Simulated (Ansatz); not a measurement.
Reaction (SMILES): [CH]=O (CH-O) → C atom + H atom + O atom
B3LYP-D3(BJ)/def2-TZVP geometries, fixed; electronic energies without zero-point terms.
Largest species:
```
C
O 1 1.1718
H 1 1.1249 2 124.43
```
Charge 0, spin multiplicity 2.

Basis-set convergence of the atomisation energy at CCSD(T) with Ansatz (a program for electronic structure). All functions are spherical. Cores are frozen. Open shells are unrestricted. No added dispersion term, no relativity. Functions are those of the species that has most. Reference: Hartree-Fock in aug-cc-pVQZ plus the correlation part extrapolated as X^-3 from aug-cc-pVTZ and aug-cc-pVQZ, 278.14 kcal/mol, itself unsure by roughly 1.16 kcal/mol (a third of the extrapolation step and of the last Hartree-Fock step). Deviations are taken from unrounded values.

```json
[
 {"basis": "pcseg-0", "functions": "20", "atomisation energy (kcal/mol)": "219.52", "minus reference (kcal/mol)": "-58.62"},
 {"basis": "pcseg-1", "functions": "33", "atomisation energy (kcal/mol)": "258.70", "minus reference (kcal/mol)": "-19.44"},
 {"basis": "aug-pcseg-1", "functions": "55", "atomisation energy (kcal/mol)": "262.81", "minus reference (kcal/mol)": "-15.33"},
 {"basis": "pcseg-2", "functions": "74", "atomisation energy (kcal/mol)": "271.02", "minus reference (kcal/mol)": "-7.12"},
 {"basis": "aug-pcseg-2", "functions": "115", "atomisation energy (kcal/mol)": "271.77", "minus reference (kcal/mol)": "-6.37"},
 {"basis": "pcseg-3", "functions": "153", "atomisation energy (kcal/mol)": "275.76", "minus reference (kcal/mol)": "-2.38"}
]
```

Of the sets listed that have larger relatives (same family, alike in diffuse functions), none stays within 4 kcal/mol of the reference together with them. Inside, with no larger relative to test it: pcseg-3.
